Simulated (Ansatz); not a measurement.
```xyz
12

C     0.858    1.145   -0.132
C    -0.460    0.476    0.210
C    -0.335   -1.003    0.497
F    -1.547   -1.457    0.985
S     0.202   -2.007   -0.897
H     1.293    0.725   -1.041
H     1.586    1.018    0.674
H     0.715    2.216   -0.284
H    -1.188    0.612   -0.597
H    -0.895    0.932    1.105
H     0.415   -1.190    1.273
H    -0.644   -1.469   -1.792
```

Total charge 0; spin multiplicity 1.

Task: List the r2SCAN/def2-TZVPP orbital energies in eV (Ansatz). (Best estimate.)

Result: Ansatz gave: Occupied: -2409.26, -666.03, -276.11, -273.49, -273.07, -213.70, -157.80, -157.69, -157.54, -31.62, -21.43, -19.52, -17.29, -15.60, -13.17, -12.38, -12.07, -11.10, -10.39, -9.73, -9.42, -9.01, -8.38, -7.99, -6.38. Lowest empty: -0.26, 1.08, 1.31, 1.62, 2.26, 2.54, 3.28, 3.40.
